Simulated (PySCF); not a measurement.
# MgH: from the state search to spectroscopic constants, part 2 of 2

PySCF 2.14.0; Mg x2c-SVPall, H x2c-SVPall; spin-free X2C with a Gaussian nucleus. The steps go on from the part before.

**9. B97-3 (global hybrid GGA)**

Log of the SCF at 1.745 Å:

```text
[... 13 set-up lines left out, the same as in an earlier log ...]
max_memory 909 MB (current use 234 MB)
[... 3 set-up lines left out, the same as in an earlier log ...]
XC functionals = HYB_GGA_XC_B97_3
    T. W. Keal and D. J. Tozer.,  J. Chem. Phys. 123, 121103 (2005)
[... 2 set-up lines left out, the same as in an earlier log ...]
init E= -200.833531473789
cycle= 1 E= -200.833823741411  delta_E= -0.000292  |g|= 0.0053  |ddm|= 0.0628
cycle= 2 E= -200.83386428344  delta_E= -4.05e-05  |g|= 0.00274  |ddm|= 0.0328
cycle= 3 E= -200.833879373559  delta_E= -1.51e-05  |g|= 0.000794  |ddm|= 0.00864
cycle= 4 E= -200.833880517334  delta_E= -1.14e-06  |g|= 0.000207  |ddm|= 0.00315
cycle= 5 E= -200.833880648194  delta_E= -1.31e-07  |g|= 3.95e-05  |ddm|= 0.00134
cycle= 6 E= -200.833880653215  delta_E= -5.02e-09  |g|= 6.83e-06  |ddm|= 0.000287
cycle= 7 E= -200.833880653331  delta_E= -1.16e-10  |g|= 7.9e-07  |ddm|= 4.3e-05
Extra cycle  E= -200.833880653332  delta_E= -1.22e-12  |g|= 2.41e-07  |ddm|= 3.14e-06
converged SCF energy = -200.833880653332  <S^2> = 0.75398193  2S+1 = 2.003978
```

Re = 1.746 Å, ωe = 1436 cm⁻¹, ωexe = 28.7 cm⁻¹, αe = 0.178 cm⁻¹, Be = 5.720 cm⁻¹, De = 1.34 eV, μ = -1.22 D. 1.6 s of CPU time for 12 points, integrals apart.

**10. B2PLYP**

Log of the SCF at 1.745 Å:

```text
[... 17 set-up lines left out, the same as in an earlier log ...]
XC functionals = 0.53*HF + 0.47*B88, 0.73*LYP
    A. D. Becke.,  Phys. Rev. A 38, 3098 (1988)
    C. Lee, W. Yang, and R. G. Parr.,  Phys. Rev. B 37, 785 (1988)
    B. Miehlich, A. Savin, H. Stoll, and H. Preuss.,  Chem. Phys. Lett. 157, 200 (1989)
[... 2 set-up lines left out, the same as in an earlier log ...]
init E= -200.725621643218
cycle= 1 E= -200.726028332786  delta_E= -0.000407  |g|= 0.0036  |ddm|= 0.0439
cycle= 2 E= -200.726052899689  delta_E= -2.46e-05  |g|= 0.00106  |ddm|= 0.0111
cycle= 3 E= -200.726055923601  delta_E= -3.02e-06  |g|= 0.000317  |ddm|= 0.00363
cycle= 4 E= -200.726056187207  delta_E= -2.64e-07  |g|= 5.62e-05  |ddm|= 0.00129
cycle= 5 E= -200.726056193821  delta_E= -6.61e-09  |g|= 2.05e-05  |ddm|= 0.000211
cycle= 6 E= -200.726056195555  delta_E= -1.73e-09  |g|= 1.03e-05  |ddm|= 9.63e-05
cycle= 7 E= -200.726056196225  delta_E= -6.7e-10  |g|= 1.29e-06  |ddm|= 8.79e-05
Extra cycle  E= -200.726056196231  delta_E= -5.91e-12  |g|= 7.07e-07  |ddm|= 5.33e-06
converged SCF energy = -200.726056196231  <S^2> = 0.75806556  2S+1 = 2.0080494
```

Re = 1.735 Å, ωe = 1477 cm⁻¹, ωexe = 29.1 cm⁻¹, αe = 0.171 cm⁻¹, Be = 5.788 cm⁻¹, De = 1.35 eV, μ = -1.38 D. 1.5 s of CPU time for 12 points, integrals apart.

**11. CAM-B3LYP**

Log of the SCF at 1.745 Å:

```text
[... 17 set-up lines left out, the same as in an earlier log ...]
XC functionals = CAMB3LYP
    T. Yanai, D. P. Tew, and N. C. Handy.,  Chem. Phys. Lett. 393, 51 (2004)
[... 2 set-up lines left out, the same as in an earlier log ...]
init E= -200.853871187097
cycle= 1 E= -200.854029743515  delta_E= -0.000159  |g|= 0.00253  |ddm|= 0.0385
cycle= 2 E= -200.854043549738  delta_E= -1.38e-05  |g|= 0.000972  |ddm|= 0.0151
cycle= 3 E= -200.854046010129  delta_E= -2.46e-06  |g|= 0.000432  |ddm|= 0.0052
cycle= 4 E= -200.854046785172  delta_E= -7.75e-07  |g|= 0.000136  |ddm|= 0.0036
cycle= 5 E= -200.854046875564  delta_E= -9.04e-08  |g|= 3.57e-05  |ddm|= 0.000903
cycle= 6 E= -200.85404688351  delta_E= -7.95e-09  |g|= 6.72e-06  |ddm|= 0.000343
cycle= 7 E= -200.854046883724  delta_E= -2.14e-10  |g|= 6.48e-07  |ddm|= 6.09e-05
Extra cycle  E= -200.854046883724  delta_E= -8.53e-13  |g|= 2.47e-07  |ddm|= 2.5e-06
converged SCF energy = -200.854046883724  <S^2> = 0.75621498  2S+1 = 2.0062054
```

Re = 1.732 Å, ωe = 1473 cm⁻¹, ωexe = 29.2 cm⁻¹, αe = 0.173 cm⁻¹, Be = 5.808 cm⁻¹, De = 1.44 eV, μ = -1.32 D. 2.7 s of CPU time for 12 points, integrals apart.

**12. UHF (mean field)**

The SCF at the reference distance, 1.745 Å, printed:

```text
******** <class 'pyscf.scf.uhf_symm.SymAdaptedUHF'> ********
method = SymAdaptedUHF
[... 11 set-up lines left out, the same as in an earlier log ...]
max_memory 909 MB (current use 235 MB)
[... 1 set-up line left out, the same as in an earlier log ...]
Overwritten attributes  get_occ get_jk get_k get_j get_hcore  of <class 'pyscf.scf.uhf_symm.SymAdaptedUHF'>
<class 'pyscf.scf.uhf_symm.SymAdaptedUHF'> does not have attributes  refdm
[... 1 set-up line left out, the same as in an earlier log ...]
init E= -200.37410776148
cycle= 1 E= -200.377587107428  delta_E= -0.00348  |g|= 0.0133  |ddm|= 0.122
cycle= 2 E= -200.37803128815  delta_E= -0.000444  |g|= 0.00569  |ddm|= 0.0467
cycle= 3 E= -200.378160599828  delta_E= -0.000129  |g|= 0.00189  |ddm|= 0.0292
cycle= 4 E= -200.378178697814  delta_E= -1.81e-05  |g|= 0.00114  |ddm|= 0.00837
cycle= 5 E= -200.378186554925  delta_E= -7.86e-06  |g|= 0.000361  |ddm|= 0.00887
cycle= 6 E= -200.378187209193  delta_E= -6.54e-07  |g|= 6.78e-05  |ddm|= 0.00277
cycle= 7 E= -200.378187231077  delta_E= -2.19e-08  |g|= 1.19e-05  |ddm|= 0.000443
cycle= 8 E= -200.378187231516  delta_E= -4.39e-10  |g|= 2.39e-06  |ddm|= 5.82e-05
Extra cycle  E= -200.378187231529  delta_E= -1.28e-11  |g|= 1.24e-06  |ddm|= 1.27e-05
converged SCF energy = -200.378187231529  <S^2> = 0.75990514  2S+1 = 2.0098807
```

Re = 1.735 Å, ωe = 1525 cm⁻¹, ωexe = 28.4 cm⁻¹, αe = 0.157 cm⁻¹, Be = 5.789 cm⁻¹, De = 1.15 eV, μ = -1.44 D.

**13. MP2 and coupled cluster**

Reference: UHF; core orbitals frozen: 1.

Log of the coupled-cluster run at 1.745 Å:

```text
******** <class 'pyscf.cc.uccsd.UCCSD'> ********
CC2 = 0
CCSD nocc = (np.int64(6), np.int64(5)), nmo = (22, 22)
frozen orbitals [[0], [0]]
max_cycle = 80
direct = 0
conv_tol = 1e-07
conv_tol_normt = 1e-05
diis_space = 8
diis_start_cycle = 0
diis_start_energy_diff = 1e+09
max_memory 909 MB (current use 235 MB)
Init t2, MP2 energy = -0.0303270394769858
Init E_corr(UCCSD) = -0.0303270394793771
cycle = 1  E_corr(UCCSD) = -0.0363963633826468  dE = -0.0060693239  norm(t1,t2) = 0.0405976
cycle = 2  E_corr(UCCSD) = -0.0385141178461647  dE = -0.00211775446  norm(t1,t2) = 0.019748
cycle = 3  E_corr(UCCSD) = -0.0401650349562414  dE = -0.00165091711  norm(t1,t2) = 0.0118412
cycle = 4  E_corr(UCCSD) = -0.0401232477323412  dE = 4.17872239e-05  norm(t1,t2) = 0.00404094
cycle = 5  E_corr(UCCSD) = -0.040136404347236  dE = -1.31566149e-05  norm(t1,t2) = 0.00147479
cycle = 6  E_corr(UCCSD) = -0.0401541159926144  dE = -1.77116454e-05  norm(t1,t2) = 0.000526127
cycle = 7  E_corr(UCCSD) = -0.0401524839152322  dE = 1.63207738e-06  norm(t1,t2) = 0.000140666
cycle = 8  E_corr(UCCSD) = -0.0401534324299829  dE = -9.48514751e-07  norm(t1,t2) = 3.98266e-05
cycle = 9  E_corr(UCCSD) = -0.0401530855494273  dE = 3.46880556e-07  norm(t1,t2) = 1.33175e-05
cycle = 10  E_corr(UCCSD) = -0.0401529321020532  dE = 1.53447374e-07  norm(t1,t2) = 4.49393e-06
cycle = 11  E_corr(UCCSD) = -0.0401528969201922  dE = 3.5181861e-08  norm(t1,t2) = 1.57092e-06
UCCSD converged
E(UCCSD) = -200.4183401284489  E_corr = -0.04015289692019216
UCCSD(T) correction = -0.000593800833415687
```

Correlation energy (eV) along the bond:

| R (Å) | MP2 | SCS-MP2 | CCSD | CCSD(T) | T1 |
| --- | --- | --- | --- | --- | --- |
| 1.501 | -0.843 | -0.950 | n/a | n/a | n/a |
| 1.571 | -0.837 | -0.943 | -1.095 | -1.110 | 0.009 |
| 1.640 | -0.832 | -0.937 | -1.092 | -1.108 | 0.010 |
| 1.693 | -0.828 | -0.933 | -1.092 | -1.108 | 0.010 |
| 1.745 | -0.825 | -0.930 | -1.093 | -1.109 | 0.011 |
| 1.797 | -0.822 | -0.927 | -1.094 | -1.111 | 0.011 |
| 1.867 | -0.818 | -0.922 | -1.098 | -1.116 | 0.012 |
| 1.954 | -0.811 | -0.915 | -1.105 | -1.123 | 0.013 |
| 2.059 | -0.798 | -0.901 | -1.116 | -1.134 | 0.016 |
| 2.199 | -0.765 | -0.865 | n/a | n/a | n/a |

UHF-MP2: Re = 1.728 Å, ωe = 1543 cm⁻¹, ωexe = 22.8 cm⁻¹, αe = 0.145 cm⁻¹, Be = 5.837 cm⁻¹, De = 1.26 eV.

UHF-SCS-MP2: Re = 1.728 Å, ωe = 1541 cm⁻¹, ωexe = 22.0 cm⁻¹, αe = 0.145 cm⁻¹, Be = 5.840 cm⁻¹, De = 1.27 eV.

UHF-CCSD: Re = 1.738 Å, ωe = 1480 cm⁻¹, ωexe = 30.2 cm⁻¹, αe = 0.169 cm⁻¹, Be = 5.770 cm⁻¹, De = 1.21 eV.

UHF-CCSD(T): Re = 1.739 Å, ωe = 1477 cm⁻¹, ωexe = 30.0 cm⁻¹, αe = 0.170 cm⁻¹, Be = 5.764 cm⁻¹, De = 1.22 eV.

**14. All curves**

Energy (eV) from each level's lowest point:

| R (Å) | UHF | UHF-MP2 | UHF-SCS-MP2 | UHF-CCSD | UHF-CCSD(T) | PBE | r²SCAN | PBE0 | B97-3 | MN15 | CAM-B3LYP | B2PLYP |
| --- | --- | --- | --- | --- | --- | --- | --- | --- | --- | --- | --- | --- |
| 1.501 | 0.309 | 0.291 | 0.289 | n/a | n/a | 0.326 | 0.313 | 0.308 | 0.308 | 0.304 | 0.282 | 0.292 |
| 1.571 | 0.138 | 0.127 | 0.126 | 0.136 | 0.137 | 0.156 | 0.146 | 0.142 | 0.143 | 0.140 | 0.125 | 0.131 |
| 1.640 | 0.042 | 0.035 | 0.035 | 0.042 | 0.043 | 0.056 | 0.049 | 0.046 | 0.047 | 0.044 | 0.036 | 0.039 |
| 1.693 | 0.008 | 0.004 | 0.004 | 0.008 | 0.009 | 0.016 | 0.012 | 0.011 | 0.011 | 0.010 | 0.006 | 0.007 |
| 1.745 | 0.000 | 0.000 | 0.000 | 0.000 | 0.000 | 0.000 | 0.000 | 0.000 | 0.000 | 0.000 | 0.000 | 0.000 |
| 1.797 | 0.014 | 0.018 | 0.018 | 0.013 | 0.012 | 0.005 | 0.009 | 0.010 | 0.009 | 0.011 | 0.014 | 0.013 |
| 1.867 | 0.061 | 0.068 | 0.069 | 0.055 | 0.054 | 0.035 | 0.046 | 0.048 | 0.046 | 0.052 | 0.058 | 0.057 |
| 1.954 | 0.151 | 0.165 | 0.166 | 0.138 | 0.137 | 0.103 | 0.122 | 0.126 | 0.123 | 0.134 | 0.143 | 0.141 |
| 2.059 | 0.289 | 0.317 | 0.318 | 0.266 | 0.264 | 0.213 | 0.243 | 0.249 | 0.243 | 0.264 | 0.272 | 0.270 |
| 2.199 | 0.493 | 0.552 | 0.558 | n/a | n/a | 0.385 | 0.429 | 0.437 | 0.427 | 0.466 | 0.466 | 0.465 |

The whole job (state search and all levels along the bond) took 0.36 min on 1 thread of Arm Neoverse V2 (shared host), peak memory 0.32 GiB.

**15. Results**

This closing draws on all 2 parts.

Lowest PBE0 solution found, without spin–orbit coupling: ²Σ⁺ (doublet), unpaired electrons σ ↑. The other levels ran on it alone.

| level | Re (Å) | ωe (cm⁻¹) | De (eV) | μ (D) |
| --- | --- | --- | --- | --- |
| UHF | 1.735 | 1525 | 1.15 | -1.44 |
| UHF-MP2 | 1.728 | 1543 | 1.26 | n/a |
| UHF-SCS-MP2 | 1.728 | 1541 | 1.27 | n/a |
| UHF-CCSD | 1.738 | 1480 | 1.21 | n/a |
| UHF-CCSD(T) | 1.739 | 1477 | 1.22 | n/a |
| PBE | 1.758 | 1396 | 1.38 | -1.17 |
| r²SCAN | 1.747 | 1444 | 1.61 | -1.33 |
| PBE0 | 1.744 | 1448 | 1.39 | -1.26 |
| B97-3 | 1.746 | 1436 | 1.34 | -1.22 |
| MN15 | 1.741 | 1469 | 1.34 | -1.66 |
| CAM-B3LYP | 1.732 | 1473 | 1.44 | -1.32 |
| B2PLYP | 1.735 | 1477 | 1.35 | -1.38 |
| measured | 1.7297 | 1495.2 | n/a | n/a |

De is counted to Mg + H in their ground configurations. A positive dipole means Mg(−)H(+).

Measured values: Huber and Herzberg, Constants of Diatomic Molecules, 1979.

Differences from the measured constants:

| level | Re (mÅ) | ωe (%) |
| --- | --- | --- |
| UHF | +5 | +2.0 |
| UHF-MP2 | -2 | +3.2 |
| UHF-SCS-MP2 | -2 | +3.1 |
| UHF-CCSD | +8 | -1.0 |
| UHF-CCSD(T) | +9 | -1.2 |
| PBE | +28 | -6.7 |
| r²SCAN | +17 | -3.4 |
| PBE0 | +15 | -3.1 |
| B97-3 | +16 | -3.9 |
| MN15 | +12 | -1.7 |
| CAM-B3LYP | +3 | -1.5 |
| B2PLYP | +6 | -1.2 |

Time per point (s) on 1 thread of Arm Neoverse V2, shared host (CPU time, shared integrals of 0.012 s apart; correlated levels include their reference; CCSD comes with the CCSD(T) run); the times are rough: UHF 0.015, UHF-MP2 0.022, UHF-SCS-MP2 0.022, UHF-CCSD(T) 0.26, PBE 0.15, r²SCAN 0.24, PBE0 0.23, B97-3 0.13, MN15 0.26, CAM-B3LYP 0.23, B2PLYP 0.13.

The cheapest levels within 10 mÅ and 2.5 % of the measured constants: UHF (0.015 s). The dearest run takes 0.26 s.

**Reading.** Against the measured constants, the bond length is nearest at UHF-MP2 and UHF-SCS-MP2 (-2 mÅ) and farthest at PBE (+28 mÅ); the wavenumber is nearest at UHF-CCSD (-1.0 %) and farthest at PBE (-6.7 %). In a basis this small the correlated methods are far from their limit, so the ranking is that of method and basis together. Among the levels with a De in the table, it runs from 1.15 eV (UHF) to 1.61 eV (r²SCAN).

Correlated steps freeze 1 core orbital. B2PLYP dipoles, levels and charges come from its SCF part alone.
